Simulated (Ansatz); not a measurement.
Born–Oppenheimer molecular dynamics of BH8NSi (11 atoms, charge 0, multiplicity 1). It starts at the highest image of a converged band. Of that band: Neighbouring images differ by up to 1.7 eV, so the band resolves the path poorly. A vibrational analysis at the climbing image gives one clearly imaginary mode, 1366i cm⁻¹: a first-order saddle point.

Theory: Ansatz 0.2.0, RKS r2SCAN-D4/6-31G*.

* ensemble: NVE (velocity Verlet)
* time step: 0.5 fs
* steps asked: 200
* starting velocities drawn for: 300 K
* seed: 11604

Frames 5 fs apart, positions in Å, forces in eV/Å.

Velocities at 40 fs (Å/ps):

```
B 0.82 -17.42 8.00
N 5.33 -24.68 -1.58
H 17.15 -23.72 7.12
H -4.09 29.15 27.32
H 16.23 15.99 10.48
H -17.20 -7.45 8.81
Si -5.53 14.97 -2.99
H 29.27 68.81 -23.03
H 16.69 -14.47 -4.98
H 7.58 20.51 -2.07
H 5.51 23.89 -4.20
```

```xyz
11
Properties=species:S:1:pos:R:3:forces:R:3 time_fs=40 energy_less_start_eV=-1.295 T=1414
B 0.204 0.004 0.645 1.56 -1.15 0.75
N -0.017 -0.809 1.774 -0.94 -1.01 0.48
H -0.823 -1.467 1.850 1.02 0.74 -0.20
H 0.622 -0.913 2.567 -0.39 0.42 -0.39
H 1.262 0.607 0.676 -0.37 0.24 -0.11
H -0.271 -0.306 -0.384 -0.72 0.33 -0.48
Si -0.427 2.759 0.704 -0.94 1.83 -1.50
H -1.601 3.824 0.691 0.87 -0.96 0.32
H 0.663 3.317 1.573 -0.22 -0.47 -0.06
H -0.054 2.764 -0.782 0.14 -0.09 0.81
H -1.003 1.409 0.942 -0.01 0.11 0.38
11
Properties=species:S:1:pos:R:3:forces:R:3 time_fs=45 energy_less_start_eV=-1.558 T=1640
B 0.228 -0.091 0.686 0.71 -0.31 -1.17
N 0.012 -0.933 1.774 1.01 1.13 0.40
H -0.724 -1.585 1.874 -0.80 -0.68 0.03
H 0.529 -0.746 2.625 -0.13 -0.31 0.05
H 1.230 0.660 0.717 -0.93 -0.54 -0.02
H -0.405 -0.300 -0.353 0.37 0.29 0.63
Si -0.456 2.843 0.683 0.46 1.42 -0.60
H -1.372 4.043 0.624 -0.17 -0.48 0.48
H 0.713 3.196 1.542 -0.20 -0.15 0.10
H 0.001 2.848 -0.717 0.25 -0.30 -0.25
H -1.007 1.519 0.972 -0.57 -0.08 0.34
11
Properties=species:S:1:pos:R:3:forces:R:3 time_fs=50 energy_less_start_eV=-1.446 T=1544
B 0.263 -0.196 0.707 -1.58 -0.64 -0.75
N 0.051 -1.046 1.782 0.03 0.31 1.33
H -0.691 -1.749 1.888 0.45 0.64 -0.17
H 0.386 -0.645 2.669 -0.04 -0.98 -0.30
H 1.046 0.645 0.757 1.09 0.74 0.23
H -0.481 -0.241 -0.227 0.23 -0.41 -0.43
Si -0.482 2.936 0.657 1.35 -1.05 0.12
H -1.188 4.184 0.664 -0.97 0.78 0.31
H 0.716 3.038 1.533 -0.10 0.20 0.20
H 0.107 2.864 -0.692 -0.10 -0.29 -0.34
H -1.128 1.637 1.071 -0.36 0.70 -0.20
11
Properties=species:S:1:pos:R:3:forces:R:3 time_fs=55 energy_less_start_eV=-1.348 T=1460
B 0.274 -0.307 0.713 -0.19 1.79 0.35
N 0.093 -1.151 1.808 -0.19 0.10 -0.26
H -0.633 -1.847 1.868 -0.20 -0.10 -0.21
H 0.266 -0.736 2.699 0.71 -0.13 0.76
H 1.016 0.696 0.840 -0.29 -1.16 -0.05
H -0.503 -0.270 -0.186 0.24 -0.70 -0.65
Si -0.498 3.025 0.631 0.90 0.50 0.24
H -1.180 4.421 0.770 0.39 -1.07 -0.19
H 0.688 2.927 1.563 -0.34 0.42 -0.08
H 0.181 2.819 -0.729 -0.79 0.09 0.53
H -1.339 1.892 1.132 -0.23 0.27 -0.43
11
Properties=species:S:1:pos:R:3:forces:R:3 time_fs=60 energy_less_start_eV=-1.547 T=1630
B 0.276 -0.387 0.725 -1.04 0.06 0.41
N 0.133 -1.251 1.835 -0.71 0.42 0.14
H -0.603 -1.952 1.811 0.13 -0.02 0.06
H 0.279 -0.909 2.800 0.39 -0.41 -0.93
H 0.967 0.552 0.914 0.44 0.30 -0.19
H -0.455 -0.456 -0.272 0.80 -0.44 0.49
Si -0.506 3.116 0.609 -0.29 -0.12 1.36
H -1.111 4.468 0.835 0.31 0.03 -0.44
H 0.594 2.907 1.585 0.05 0.23 0.10
H 0.095 2.787 -0.684 -0.22 0.09 -0.56
H -1.601 2.215 1.094 0.14 -0.15 -0.43
11
Properties=species:S:1:pos:R:3:forces:R:3 time_fs=65 energy_less_start_eV=-1.618 T=1692
B 0.260 -0.463 0.749 0.86 -0.56 1.45
N 0.160 -1.345 1.858 -1.47 -0.12 -2.03
H -0.552 -2.074 1.763 0.45 0.06 0.40
H 0.397 -1.140 2.801 0.40 0.23 0.65
H 1.001 0.452 0.944 -0.06 0.35 -0.32
H -0.254 -0.744 -0.285 -0.19 -0.01 -0.16
Si -0.516 3.205 0.596 -0.89 -1.20 0.70
H -0.978 4.547 0.804 0.04 1.33 -0.35
H 0.507 2.940 1.626 0.16 -0.10 0.07
H -0.056 2.779 -0.740 0.03 0.22 -0.20
H -1.826 2.509 0.958 0.66 -0.20 -0.20
11
Properties=species:S:1:pos:R:3:forces:R:3 time_fs=70 energy_less_start_eV=-1.498 T=1589
B 0.259 -0.552 0.796 1.78 -0.13 -0.71
N 0.169 -1.438 1.859 0.05 0.25 1.27
H -0.446 -2.226 1.792 -0.11 -0.56 -0.01
H 0.573 -1.345 2.809 -0.46 0.24 -0.98
H 1.023 0.427 0.908 -0.88 -0.55 -0.10
H -0.070 -1.024 -0.291 -0.39 0.72 0.52
Si -0.534 3.287 0.589 -0.70 1.31 -0.48
H -0.815 4.839 0.688 0.51 -1.22 -0.30
H 0.447 2.956 1.674 -0.20 -0.13 -0.33
H -0.197 2.825 -0.832 0.23 0.37 0.78
H -1.914 2.755 0.780 0.17 -0.29 0.34
11
Properties=species:S:1:pos:R:3:forces:R:3 time_fs=75 energy_less_start_eV=-1.488 T=1580
B 0.293 -0.647 0.831 0.18 -1.48 -1.44
N 0.172 -1.531 1.873 -0.61 -1.43 0.76
H -0.311 -2.443 1.821 0.48 0.84 -0.34
H 0.698 -1.483 2.716 0.15 0.48 0.94
H 0.890 0.339 0.857 0.50 1.10 0.44
H 0.013 -1.155 -0.214 -0.70 0.47 -0.37
Si -0.557 3.379 0.579 -0.44 1.28 -0.33
H -0.552 4.908 0.509 0.01 -0.66 0.19
H 0.354 2.940 1.659 -0.01 -0.19 -0.04
H -0.278 2.940 -0.785 0.67 -0.31 -0.38
H -1.961 2.937 0.677 -0.22 -0.10 0.57
11
Properties=species:S:1:pos:R:3:forces:R:3 time_fs=80 energy_less_start_eV=-1.566 T=1647
B 0.336 -0.765 0.838 -0.07 0.77 -0.74
N 0.173 -1.639 1.905 1.56 0.96 1.10
H -0.128 -2.577 1.780 -0.27 -0.77 -0.17
H 0.784 -1.525 2.726 -0.82 -0.04 -0.22
H 0.806 0.388 0.896 -0.17 -1.08 0.33
H -0.057 -1.175 -0.211 -0.22 0.13 -0.30
Si -0.585 3.479 0.566 -0.36 -1.11 -0.72
H -0.275 4.867 0.367 -0.12 1.22 0.37
H 0.253 2.882 1.631 -0.02 0.00 0.07
H -0.219 2.994 -0.789 0.17 -0.44 0.04
H -2.039 3.101 0.699 0.33 0.37 0.25
11
Properties=species:S:1:pos:R:3:forces:R:3 time_fs=85 energy_less_start_eV=-1.445 T=1543
B 0.374 -0.873 0.828 -1.77 -0.19 0.07
N 0.193 -1.742 1.946 0.60 -0.47 -2.03
H 0.044 -2.745 1.719 0.04 1.00 0.68
H 0.746 -1.560 2.766 -0.04 -0.21 0.46
H 0.716 0.261 1.010 0.43 -0.10 0.05
H -0.167 -1.164 -0.258 0.73 -0.06 0.76
Si -0.613 3.573 0.547 1.60 -0.06 -1.15
H -0.049 5.006 0.321 -0.80 -0.77 0.61
H 0.145 2.829 1.613 -0.17 0.39 -0.09
H -0.124 2.956 -0.783 -0.60 0.10 0.74
H -2.062 3.342 0.780 -0.04 0.36 -0.11
11
Properties=species:S:1:pos:R:3:forces:R:3 time_fs=90 energy_less_start_eV=-1.447 T=1545
B 0.378 -0.983 0.823 -0.77 0.39 2.79
N 0.226 -1.844 1.962 0.98 0.86 -1.19
H 0.197 -2.819 1.776 -0.50 -1.05 0.14
H 0.670 -1.642 2.859 -0.14 0.06 -0.44
H 0.716 0.109 1.142 0.41 0.44 -0.28
H -0.143 -1.178 -0.194 0.02 -0.70 -1.02
Si -0.630 3.665 0.519 0.73 -0.04 0.51
H 0.011 5.023 0.407 -0.38 -0.17 0.21
H 0.007 2.856 1.588 0.06 0.25 0.33
H -0.150 2.924 -0.648 -0.40 -0.17 -0.67
H -2.084 3.666 0.837 -0.01 0.14 -0.38
11
Properties=species:S:1:pos:R:3:forces:R:3 time_fs=95 energy_less_start_eV=-1.521 T=1609
B 0.362 -1.084 0.868 -0.11 1.42 0.05
N 0.275 -1.943 1.955 0.42 -1.94 0.39
H 0.244 -2.978 1.886 -0.52 0.94 -0.18
H 0.571 -1.701 2.899 0.08 0.29 -0.42
H 0.795 0.033 1.204 -0.44 -0.56 -0.60
H -0.068 -1.328 -0.264 0.56 -0.15 0.76
Si -0.642 3.756 0.495 -0.70 -1.24 1.00
H 0.005 5.029 0.540 0.67 1.04 -0.27
H -0.126 2.944 1.631 -0.01 0.14 0.20
H -0.277 2.868 -0.634 -0.31 0.32 -0.44
H -2.102 4.019 0.807 0.35 -0.26 -0.49
```

Of the whole run (100 fs, mean temperature of the second half 1588 K): The conserved energy stayed within 0.2 meV per atom of its start (net change 0.082 meV per atom), so the integration is sound. The kinetic energy rose, since the run started high on the potential surface and went downhill. It ends in pieces (BH4N + H4Si), so much of that is their flight and rotation, not heat. A run of 0.1 ps of so small a system gives no equilibrium averages. The orbitals stay closed-shell, which can raise the energy where a bond breaks towards radicals; this wasn't checked here.

The run took 3.9 min on 1 thread of AMD EPYC 9R45 96-Core Processor (Zen 5), with other jobs on the host, peak memory 0.15 GiB.
